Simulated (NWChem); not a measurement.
**B3LYP/6-31G(d) (Cartesian functions) run of CH2N2 (methanediimine)**

Aim: the energy change on altering one bond length of CH2N2 (methanediimine) at B3LYP/6-31G* (Cartesian functions), from 2 runs. 

The results are computed with NWChem 7.3.0.

5 further runs of the same task are left out: 1 that didn't finish, 4 set aside as unsound or not needed. Runs told in other sessions of the task aren't counted.

**1. The system as given**

CH2N2: 5 atoms, total charge 0, spin state singlet. SMILES: `N=C=N`. Geometry: relaxed at PBE0-D4/def2-TZVP.

Bond lengths: N1–C2 1.217 Å, C2–N3 1.217 Å, N1–H4 1.010 Å, N3–H5 1.010 Å. Angles: N1–C2–N3 171.2°, C2–N1–H4 119.5°, C2–N3–H5 119.5°.

**2. Energy and gradient at B3LYP/6-31G(d) (Cartesian functions)**

Input file ch2n2.nw:

```
START ch2n2
TITLE "CH2N2 B3LYP"
memory total 2200 mb

GEOMETRY units au noautosym nocenter noautoz
  N     -2.31115395    -0.37246502    -0.06612152
  C     -0.01528788    -0.26384356    -0.14297668
  N      2.26260688    -0.46464586    -0.38733716
  H     -3.34092240     1.17644900    -0.49537281
  H      3.40477625    -0.07547566     1.09180817
END

BASIS cartesian
  * library 6-31G*
END

DFT
  xc b3lyp
  grid xfine
  convergence energy 1e-08
  maxiter 100
  mulliken
END

TASK dft gradient
```

Started as:

```sh
nwchem ch2n2.nw > ch2n2.out
```

Standard output (excerpt; [...] marks lines left out):

```text
[...]
          Wavefunction type:  closed shell.
          No. of atoms     :     5
          No. of electrons :    22
[...]
          Charge           :     0
          Spin multiplicity:     1
[...]
          AO basis - number of functions:    49
[...]
              XC Information
              --------------
                         B3LYP Method XC Potential
                     Hartree-Fock (Exact) Exchange  0.200
                        Slater Exchange Functional  0.800 local
                    Becke 1988 Exchange Functional  0.720 non-local
              Lee-Yang-Parr Correlation Functional  0.810
                  VWN I RPA Correlation Functional  0.190 local
[...]
 d= 0,ls=0.0,diis     1   -148.7101814029 -2.09D+02  1.75D-02  6.36D-01     0.8
[...]
 d= 0,ls=0.0,diis    10   -148.7778259932 -1.40D-09  4.93D-07  1.63D-09     6.7
         Total DFT energy =     -148.777825993196
      One electron energy =     -319.981368809944
           Coulomb energy =      130.773137854753
    Exchange-Corr. energy =      -19.949555384705
 Nuclear repulsion energy =       60.379960346699
[...]
      Total Density - Mulliken Population Analysis
     ---------------------------------------------
    Atom       Charge   Shell Charges
 -----------   ------   -------------------------------------------------------
    1 N    7     7.64   1.99  0.79  2.48  0.95  1.42  0.00
    2 C    6     5.41   1.99  0.76  1.96  0.20  0.47  0.02
    3 N    7     7.64   1.99  0.79  2.48  0.95  1.42  0.00
    4 H    1     0.66   0.49  0.16
    5 H    1     0.66   0.49  0.16
[...]
  wavefunction    = closed shell
                         DFT ENERGY GRADIENTS
    atom               coordinates                        gradient
                 x          y          z           x          y          z
   1 N      -2.311154  -0.372465  -0.066122    0.017780   0.004281  -0.001341
   2 C      -0.015288  -0.263844  -0.142977   -0.000203  -0.003479  -0.001881
   3 N       2.262607  -0.464646  -0.387337   -0.017360   0.002792   0.005163
   4 H      -3.340922   1.176449  -0.495373    0.002352  -0.002997   0.000977
   5 H       3.404776  -0.075476   1.091808   -0.002569  -0.000597  -0.002919
[...]
```

Wall time 8.4 s (1 thread of Intel Xeon 6975P-C (Granite Rapids), shared host); peak memory 0.13 GiB.

**3. The distorted shape: a single-point energy at B3LYP/6-31G(d) (Cartesian functions)**

Input file sp.nw:

```
start sp
memory total 2200 mb

geometry units angstrom noautosym nocenter noautoz
 N    -0.787089   -0.852786    0.146720
 C     0.427831   -0.795306    0.106050
 N     1.633241   -0.901566   -0.023260
 H    -1.767940    0.622550   -0.262140
 H     2.237651   -0.695626    0.759470
end

basis "ao basis"
 N library 6-31G*
 C library 6-31G*
 H library 6-31G*
end

dft
 xc b3lyp
 grid xfine
 convergence energy 1e-08
 iterations 100
 mulliken
 noprint "final vectors analysis"
end

task dft energy
```

Started as:

```sh
nwchem sp.nw > sp.out
```

Standard output (excerpt; [...] marks lines left out):

```text
[...]
          Wavefunction type:  closed shell.
          No. of atoms     :     5
          No. of electrons :    22
[...]
          Charge           :     0
          Spin multiplicity:     1
[...]
          AO basis - number of functions:    49
[...]
              XC Information
              --------------
                         B3LYP Method XC Potential
                     Hartree-Fock (Exact) Exchange  0.200
                        Slater Exchange Functional  0.800 local
                    Becke 1988 Exchange Functional  0.720 non-local
              Lee-Yang-Parr Correlation Functional  0.810
                  VWN I RPA Correlation Functional  0.190 local
[...]
 d= 0,ls=0.0,diis     1   -148.5520226211 -2.07D+02  3.24D-02  6.38D-01     0.8
[...]
 d= 0,ls=0.0,diis    12   -148.6507364704 -2.34D-09  1.85D-06  1.92D-08     7.7
         Total DFT energy =     -148.650736470413
      One electron energy =     -315.367178521373
           Coulomb energy =      128.405552380257
    Exchange-Corr. energy =      -19.767534615180
 Nuclear repulsion energy =       58.078424285884
[...]
      Total Density - Mulliken Population Analysis
     ---------------------------------------------
    Atom       Charge   Shell Charges
 -----------   ------   -------------------------------------------------------
    1 N    7     7.53   1.99  0.84  2.24  1.14  1.35 -0.03
    2 C    6     5.37   1.99  0.76  1.99  0.18  0.43  0.01
    3 N    7     7.60   1.99  0.80  2.46  0.96  1.39  0.00
    4 H    1     0.85   0.31  0.54
    5 H    1     0.65   0.49  0.16
[...]
```

It took 8.4 s on 1 thread of Intel Xeon 6975P-C (Granite Rapids), shared host; peak memory 0.12 GiB.

**4. Outcome**

At B3LYP/6-31G* (Cartesian functions):

```
                                                         quantity          value
                                        first shape: total energy  -148.77783 Eh
                                       first shape: dipole moment         2.19 D
                                         first shape: HOMO energy       -7.65 eV
                                         first shape: LUMO energy        0.85 eV
                                       first shape: HOMO–LUMO gap        8.50 eV
                            first shape: largest force on an atom     0.943 eV/Å
                                    distorted shape: total energy  -148.65074 Eh
                                   distorted shape: dipole moment         2.22 D
energy change with the N1–H4 bond stretched from 1.010 to 1.818 Å       3.458 eV
```

**Reading.** One bond (distorted shape) is far stretched, which a spin-restricted single reference describes badly; a broken-symmetry solution may lie lower. With the N1–H4 bond stretched from 1.010 to 1.818 Å the energy rises by 3.46 eV (80 kcal/mol). The first shape isn't relaxed at this level, so the change isn't measured from a minimum. A restricted reference can't describe the breaking bond well at this length. The largest force (first shape) is 0.94 eV/Å: the shape isn't a stationary point for this species at this level.
